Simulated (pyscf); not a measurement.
Thermochemistry of product channels of HO–Zn–Cl + H₂S on the singlet surface, in kJ/mol, from ωB97M-D3(BJ)/def2-TZVP energies (ideal gas, 1 atm, RRHO with modes under 100 cm⁻¹ raised to 100, one conformer, R ln 2 for chiral ones without a mode under 150 cm⁻¹). Optimised with ωB97X-D3(BJ)/def2-SVP in PySCF.

```csv
products,ΔE,ΔH(298 K),ΔG(298 K),ΔG(600 K)
HS–O–Zn–Cl + hydrogen (H₂),+151.7,+140.5,+148.8,+155.7
water (H₂O) + HS–Zn–Cl,-59.3,-51.9,-51.7,-51.7
```

These are energies of the channels, which say nothing of barriers. Elements up to Kr have no core potential and no relativistic terms here.
